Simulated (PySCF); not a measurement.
Species: C₂H₂N (charge -1).
SMILES with atom numbers: `[CH2-:1][C:2]#[N:3]` (hydrogens: H4, H5 on C1)

The same species was optimised twice, with GFN2-xTB and with PBE0-D3(BJ)/def2-SVP (PySCF), and the same property calculations (PySCF, gas phase) were run on both structures.

```json
{"coordinate": "C1–C2 (Å)", "GFN2-xTB": "1.341", "PBE0-D3(BJ)/def2-SVP": "1.379", "change": "+0.038"}
{"coordinate": "C1–H4 (Å)", "GFN2-xTB": "1.085", "PBE0-D3(BJ)/def2-SVP": "1.093", "change": "+0.008"}
{"coordinate": "C1–H5 (Å)", "GFN2-xTB": "1.085", "PBE0-D3(BJ)/def2-SVP": "1.093", "change": "+0.008"}
{"coordinate": "C2≡N3 (Å)", "GFN2-xTB": "1.180", "PBE0-D3(BJ)/def2-SVP": "1.187", "change": "+0.007"}
{"coordinate": "H4–C1–H5 (°)", "GFN2-xTB": "117.2", "PBE0-D3(BJ)/def2-SVP": "118.7", "change": "+1.5"}
{"coordinate": "C2–C1–H4 (°)", "GFN2-xTB": "121.4", "PBE0-D3(BJ)/def2-SVP": "120.6", "change": "-0.8"}
{"coordinate": "C2–C1–H5 (°)", "GFN2-xTB": "121.4", "PBE0-D3(BJ)/def2-SVP": "120.7", "change": "-0.7"}
{"coordinate": "C1–C2–N3 (°)", "GFN2-xTB": "179.7", "PBE0-D3(BJ)/def2-SVP": "180.0", "change": "+0.3"}
```

Rotational constants: A = 292408, B = 10501, C = 10137 MHz (GFN2-xTB) against A = 283457, B = 10158, C = 9807 MHz (PBE0-D3(BJ)/def2-SVP). Point groups within 0.08 Å: C2v and C2v.

On the GFN2-xTB structure: HOMO (eV) 1.13 [PBE0/pcSseg-1]; LUMO (eV) 7.15 [PBE0/pcSseg-1]; GIAO shielding of C1 (ppm) 203.2 [PBE0/pcSseg-1]; GIAO shielding of C2 (ppm) 40.5 [PBE0/pcSseg-1]; GIAO shielding of N3 (ppm) -6.7 [PBE0/pcSseg-1]; C1s of C1 (eV) 283.45 [delta-SCF UKS SCAN, pcX-2 on the ionised atom, pcseg-1 elsewhere, spin-free X2C]; C1s of C2 (eV) 284.99 [delta-SCF UKS SCAN, pcX-2 on the ionised atom, pcseg-1 elsewhere, spin-free X2C]; N1s of N3 (eV) 397.15 [delta-SCF UKS SCAN, pcX-2 on the ionised atom, pcseg-1 elsewhere, spin-free X2C].

Q: What do these properties become on the PBE0-D3(BJ)/def2-SVP structure?

A: 
```
                                    property                                                                            level  on GFN2-xTB  on PBE0-D3(BJ)/def2-SVP  change
                                   HOMO (eV)                                                                    PBE0/pcSseg-1         1.13                     1.10   -0.03
                                   LUMO (eV)                                                                    PBE0/pcSseg-1         7.15                     7.10   -0.05
energy, GFN2-xTB geometry as zero (kcal/mol)                                                                    PBE0/pcSseg-1          0.0                     -0.6    -0.6
                  GIAO shielding of C1 (ppm)                                                                    PBE0/pcSseg-1        203.2                    200.2    -3.0
                  GIAO shielding of C2 (ppm)                                                                    PBE0/pcSseg-1         40.5                     38.1    -2.4
                  GIAO shielding of N3 (ppm)                                                                    PBE0/pcSseg-1         -6.7                    -13.8    -7.1
                              C1s of C1 (eV)  delta-SCF UKS SCAN, pcX-2 on the ionised atom, pcseg-1 elsewhere, spin-free X2C       283.45                   283.58   +0.13
                              C1s of C2 (eV)  delta-SCF UKS SCAN, pcX-2 on the ionised atom, pcseg-1 elsewhere, spin-free X2C       284.99                   285.14   +0.15
                              N1s of N3 (eV)  delta-SCF UKS SCAN, pcX-2 on the ionised atom, pcseg-1 elsewhere, spin-free X2C       397.15                   397.30   +0.15
```

The heavy atoms differ by 0.020 Å rms after alignment. Among all bonds C1–C2 changes most (+0.038 Å). Changes are differences of the printed values. Neither structure is proved a minimum here. Isolated species at its PBE0-D3(BJ)/def2-SVP geometry, gas phase. The geometry's basis has no diffuse functions, a weakness for an anion.
